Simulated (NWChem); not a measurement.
Program: NWChem. System: dimethyl sulfide (C2H6S), charge 0, spin multiplicity 1, at a geometry optimised with PBE0/def2-SVP. Level: RHF/def2-SVP.

Input file:

```
start mol
memory heap 200 mb stack 900 mb global 1100 mb
geometry units angstroms nocenter noautoz
  C     -1.379091     0.000000     0.506946
  S      0.000000     0.000000    -0.654747
  C      1.379091     0.000000     0.506946
  H     -1.374213     0.899007     1.142935
  H     -2.302295     0.000000    -0.089572
  H     -1.374213    -0.899007     1.142935
  H      1.374213     0.899007     1.142935
  H      2.302295     0.000000    -0.089572
  H      1.374213    -0.899007     1.142935
  symmetry group C2v
end
basis spherical
  * library def2-svp
end
scf
  rhf
  nopen 0
  maxiter 100
  thresh 1e-7
  semidirect memsize 60000000 filesize 0
end
task scf energy
```

NWChem printed:

```
             Northwest Computational Chemistry Package (NWChem) 7.3.0
             --------------------------------------------------------

                                NWChem Input Module
                                -------------------

 Scaling coordinates for geometry "geometry" by  1.889725989
 (inverse scale =  0.529177249)

 Turning off AUTOSYM since
 SYMMETRY directive was detected!

                             Geometry "geometry" -> ""
                             -------------------------

 Output coordinates in angstroms (scale by  1.889725989 to convert to a.u.)

  No.       Tag          Charge          X              Y              Z
 ---- ---------------- ---------- -------------- -------------- --------------
    1 C                    6.0000    -1.37909100     0.00000000     0.50694600
    2 S                   16.0000     0.00000000     0.00000000    -0.65474700
    3 C                    6.0000     1.37909100     0.00000000     0.50694600
    4 H                    1.0000    -1.37421300     0.89900700     1.14293500
    5 H                    1.0000    -2.30229500     0.00000000    -0.08957200
    6 H                    1.0000    -1.37421300    -0.89900700     1.14293500
    7 H                    1.0000     1.37421300     0.89900700     1.14293500
    8 H                    1.0000     2.30229500     0.00000000    -0.08957200
    9 H                    1.0000     1.37421300    -0.89900700     1.14293500

 Effective nuclear repulsion energy (a.u.)     110.7294865103

            Nuclear Dipole moment (a.u.)
            ----------------------------
        X                 Y               Z
 ---------------- ---------------- ----------------
     0.0000000000     0.0000000000    -0.0000075589

      Symmetry information
      --------------------

 Group name             C2v
 Group number             16
 Group order               4
 No. of unique centers     4

      Symmetry unique atoms

     1    2    4    5


 Summary of "ao basis" -> "" (spherical)
 ------------------------------------------------------------------------------
       Tag                 Description            Shells   Functions and Types
 ---------------- ------------------------------  ------  ---------------------
 *                          def2-svp                  on all atoms

 Summary of "ao basis" -> "ao basis" (spherical)
 ------------------------------------------------------------------------------
       Tag                 Description            Shells   Functions and Types
 ---------------- ------------------------------  ------  ---------------------
 C                          def2-svp                 6       14   3s2p1d
 S                          def2-svp                 8       18   4s3p1d
 H                          def2-svp                 3        5   2s1p

                                 NWChem SCF Module
                                 -----------------

  ao basis        = "ao basis"
  functions       =    76
  atoms           =     9
  closed shells   =    17
  open shells     =     0
  charge          =   0.00
  wavefunction    = RHF
  use symmetry    = T
  symmetry adapt  = T

 Summary of "ao basis" -> "ao basis" (spherical)
 ------------------------------------------------------------------------------
       Tag                 Description            Shells   Functions and Types
 ---------------- ------------------------------  ------  ---------------------
 C                          def2-svp                 6       14   3s2p1d
 S                          def2-svp                 8       18   4s3p1d
 H                          def2-svp                 3        5   2s1p

      Symmetry analysis of basis
      --------------------------

        a1         28
        a2         11
        b1         23
        b2         14

 Forming initial guess at       0.1s

      Superposition of Atomic Density Guess
      -------------------------------------

 Sum of atomic energies:        -475.59261355

      Non-variational initial energy
      ------------------------------

 Total energy =    -477.176855
 1-e energy   =    -872.685876
 2-e energy   =     284.779534
 HOMO         =      -0.254561
 LUMO         =       0.080603

      Symmetry analysis of molecular orbitals - initial
      -------------------------------------------------

  Numbering of irreducible representations:

     1 a1          2 a2          3 b1          4 b2

  Orbital symmetries:

     1 a1          2 a1          3 b1          4 a1          5 b1
     6 a1          7 b2          8 a1          9 b1         10 a1
    11 b2         12 a1         13 b1         14 a2         15 b1
    16 a1         17 b2         18 b1         19 a1         20 a1
    21 a1         22 b2         23 b1         24 a2         25 b1
    26 a1         27 a2

 Starting SCF solution at       0.4s

 ----------------------------------------------
         Quadratically convergent ROHF

 Convergence threshold     :          1.000E-07
 Maximum no. of iterations :          100
 Final Fock-matrix accuracy:          1.000E-09
 ----------------------------------------------

              iter       energy          gnorm     gmax       time
             ----- ------------------- --------- --------- --------
                 1     -476.5392610253  5.37D-01  1.25D-01      0.4
                 2     -476.5658908348  1.50D-01  4.14D-02      0.4
                 3     -476.5682436370  6.49D-03  1.92D-03      0.5
                 4     -476.5682502710  2.87D-05  1.28D-05      0.6
                 5     -476.5682502711  6.15D-09  1.84D-09      0.8

       Final RHF  results
       ------------------

         Total SCF energy =   -476.568250271122
      One-electron energy =   -875.367284940381
      Two-electron energy =    288.069548158954
 Nuclear repulsion energy =    110.729486510305

        Time for solution =      0.4s

       Symmetry analysis of molecular orbitals - final
       -----------------------------------------------

  Numbering of irreducible representations:

     1 a1          2 a2          3 b1          4 b2

  Orbital symmetries:

     1 a1          2 b1          3 a1          4 a1          5 b1
     6 a1          7 b2          8 a1          9 b1         10 a1
    11 b2         12 a1         13 b1         14 a2         15 b1
    16 a1         17 b2         18 a1         19 b1         20 a1
    21 b2         22 b1         23 a1         24 a2         25 b1
    26 a1         27 a2

             Final eigenvalues
             -----------------

              1
    1  -91.9014
    2  -11.2571
    3  -11.2571
    4   -8.9377
    5   -6.6258
    6   -6.6242
    7   -6.6219
    8   -1.0545
    9   -0.9387
   10   -0.7989
   11   -0.6002
   12   -0.5990
   13   -0.5766
   14   -0.5615
   15   -0.4937
   16   -0.4322
   17   -0.3335
   18    0.1723
   19    0.1882
   20    0.2351
   21    0.2377
   22    0.2663
   23    0.2709
   24    0.2805
   25    0.2991
   26    0.5142
   27    0.5782

                       ROHF Final Molecular Orbital Analysis
                       -------------------------------------

 Vector   15  Occ=2.000000D+00  E=-4.937325D-01  Symmetry=b1
              MO Center=  4.8D-17, -2.7D-16,  8.5D-02, r^2= 3.2D+00
   Bfn.  Coefficient  Atom+Function         Bfn.  Coefficient  Atom+Function
  ----- ------------  ---------------      ----- ------------  ---------------
     4      0.313433  1 C  px                36      0.313433  3 C  px
    22     -0.277974  2 S  px                25     -0.257453  2 S  px
    52     -0.217599  5 H  s                 67      0.217599  8 H  s
     7      0.182071  1 C  px                39      0.182071  3 C  px
    19     -0.155109  2 S  px

 Vector   16  Occ=2.000000D+00  E=-4.321581D-01  Symmetry=a1
              MO Center= -3.8D-16, -2.5D-16, -4.5D-01, r^2= 2.5D+00
   Bfn.  Coefficient  Atom+Function         Bfn.  Coefficient  Atom+Function
  ----- ------------  ---------------      ----- ------------  ---------------
    27      0.434147  2 S  pz                24      0.358465  2 S  pz
    18     -0.319500  2 S  s                  6     -0.205175  1 C  pz
    17     -0.204255  2 S  s                 38     -0.205175  3 C  pz
    21      0.202767  2 S  pz                16      0.153202  2 S  s

 Vector   17  Occ=2.000000D+00  E=-3.335442D-01  Symmetry=b2
              MO Center=  1.8D-16,  1.2D-18, -4.5D-01, r^2= 2.0D+00
   Bfn.  Coefficient  Atom+Function         Bfn.  Coefficient  Atom+Function
  ----- ------------  ---------------      ----- ------------  ---------------
    26      0.682097  2 S  py                23      0.433984  2 S  py
    20      0.245583  2 S  py

 Vector   18  Occ=0.000000D+00  E= 1.722874D-01  Symmetry=a1
              MO Center= -4.3D-15,  6.4D-16,  1.0D+00, r^2= 7.2D+00
   Bfn.  Coefficient  Atom+Function         Bfn.  Coefficient  Atom+Function
  ----- ------------  ---------------      ----- ------------  ---------------
     3      2.077924  1 C  s                 35      2.077924  3 C  s
    48     -0.948737  4 H  s                 58     -0.948737  6 H  s
    63     -0.948737  7 H  s                 73     -0.948737  9 H  s
    53     -0.765142  5 H  s                 68     -0.765142  8 H  s
    18     -0.420957  2 S  s                 27     -0.285848  2 S  pz

 Vector   19  Occ=0.000000D+00  E= 1.882132D-01  Symmetry=b1
              MO Center= -3.2D-15, -1.2D-16,  2.5D-01, r^2= 7.1D+00
   Bfn.  Coefficient  Atom+Function         Bfn.  Coefficient  Atom+Function
  ----- ------------  ---------------      ----- ------------  ---------------
     3      2.048680  1 C  s                 35     -2.048680  3 C  s
    53     -0.849252  5 H  s                 68      0.849252  8 H  s
    25      0.826894  2 S  px                48     -0.761122  4 H  s
    58     -0.761122  6 H  s                 63      0.761122  7 H  s
    73      0.761122  9 H  s

 Vector   20  Occ=0.000000D+00  E= 2.350704D-01  Symmetry=a1
              MO Center= -6.4D-16, -8.7D-16,  7.1D-02, r^2= 8.4D+00
   Bfn.  Coefficient  Atom+Function         Bfn.  Coefficient  Atom+Function
  ----- ------------  ---------------      ----- ------------  ---------------
    53      1.478592  5 H  s                 68      1.478592  8 H  s
     9      0.715305  1 C  pz                41      0.715305  3 C  pz
     7      0.581369  1 C  px                39     -0.581369  3 C  px
    48     -0.557022  4 H  s                 58     -0.557022  6 H  s
    63     -0.557022  7 H  s                 73     -0.557022  9 H  s

 center of mass
 --------------
 x =   0.00000000 y =   0.00000000 z =  -0.13223857

 moments of inertia (a.u.)
 ------------------
         100.385466897934           0.000000000000           0.000000000000
           0.000000000000         317.092965258256           0.000000000000
           0.000000000000           0.000000000000         239.977634945291

  Mulliken analysis of the total density
  --------------------------------------

    Atom       Charge   Shell Charges
 -----------   ------   -------------------------------------------------------
    1 C    6     6.12   1.99  0.86  0.26  2.01  0.97  0.04
    2 S   16    16.17   2.00  1.99  1.15  0.75  5.94  1.77  2.46  0.10
    3 C    6     6.12   1.99  0.86  0.26  2.01  0.97  0.04
    4 H    1     0.93   0.75  0.16  0.02
    5 H    1     0.92   0.74  0.16  0.03
    6 H    1     0.93   0.75  0.16  0.02
    7 H    1     0.93   0.75  0.16  0.02
    8 H    1     0.92   0.74  0.16  0.03
    9 H    1     0.93   0.75  0.16  0.02

       Multipole analysis of the density wrt the origin
       ------------------------------------------------

     L   x y z        total         open         nuclear
     -   - - -        -----         ----         -------
     0   0 0 0     -0.000000      0.000000     34.000000

     1   1 0 0      0.000000      0.000000      0.000000
     1   0 1 0     -0.000000      0.000000      0.000000
     1   0 0 1      0.646742      0.000000     -0.000008

     2   2 0 0    -18.124711      0.000000    146.333909
     2   1 1 0     -0.000000      0.000000      0.000000
     2   1 0 1     -0.000000      0.000000     -0.000000
     2   0 2 0    -21.317751      0.000000     11.544731
     2   0 1 1     -0.000000      0.000000      0.000000
     2   0 0 2    -21.298821      0.000000     54.224030

 Task  times  cpu:        0.8s     wall:        0.8s

 Total times  cpu:        0.8s     wall:        0.8s
```
